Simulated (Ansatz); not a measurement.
**Phonon frequency of some tetrahedrally bonded semiconductors and semimetals**

Method: PBE in Ansatz (PAW). References are measured values at room or unstated temperature, uncorrected, so that the deviations hold thermal and zero-point effects besides the level's error. The table is a random draw of 6 from 50 values with such references.

Values in cm⁻¹.

```tsv
solid	reference	PBE	deviation (%)
zinc-blende ZnS (L TO)	289	274	-5.2
diamond-structure Si (L TA)	114	?	?
diamond (L LA)	1029	1039	+1.0
zinc-blende InP (L TO)	317†	290	-8.5
diamond-structure Si (L LA)	378	370	-2.1
3C-SiC (X TA)	373†	360	-3.5
```

### Question
Estimate the withheld PBE value.

### Answer
The deviations of the other rows run from -8.5 % to +1.0 %, with a median of -3.5 %; carried to the reference 114 it gives 110 cm⁻¹. The run gives 111 cm⁻¹ (-2.6 %); the row was picked among those where that median comes within half of the row's own deviation. Over these 6 values the mean deviation is -3.5 %, the mean absolute deviation 3.8 % (median 3.1 %), and the worst case zinc-blende InP (L TO) at -8.5 % (its reference is marked and can be at fault), while the 4 unmarked rows have a mean absolute deviation of 2.7 %; the value is below the reference in 5 of 6 cases. Over all 50 the mean deviation is -4.6 % and the mean absolute deviation 4.7 % (median 3.7 %).

Spin–orbit coupling is left out, also for the solids with elements from indium on (zinc-blende InP); its size isn't shown.

† marks references with one source in our tables, § those from which another value on file, of any temperature, differs by over 15 %.

Differences are worked out from the printed values.

Each level is taken at its own relaxed cell. Ansatz's density-functional and Hartree–Fock values are scalar-relativistic unless marked +SOC, with PAW data made under PBE.

Ansatz's runs of these crystals have no spin polarisation.

Not in this set, of the tetrahedrally bonded semiconductors and semimetals with a reference value in our tables and a result at some level: 21 for a doubt noted on the run at PBE (zinc-blende GaSb, zinc-blende GaSb, zinc-blende GaSb, zinc-blende GaSb, zinc-blende GaSb and 16 more); 12 for a reference of another kind, counted apart (zinc-blende CuI, zinc-blende CuI, zinc-blende CuI, zinc-blende CuI, zinc-blende CuI and 7 more). These can be a level's worst cases. At least 16 more with a reference value are held back for tests. Layered and molecular crystals are counted apart. The metals Ce to Yb are counted apart.

References as tabulated in Giannozzi et al., Phys. Rev. B (1991); Vagelatos et al., J. Chem. Phys. (1974); arXiv:cond-mat/0412643; Ioffe Institute, NSM Archive: InP, mechanic properties page and others.

Ansatz is a quantum-chemistry and plane-wave program.
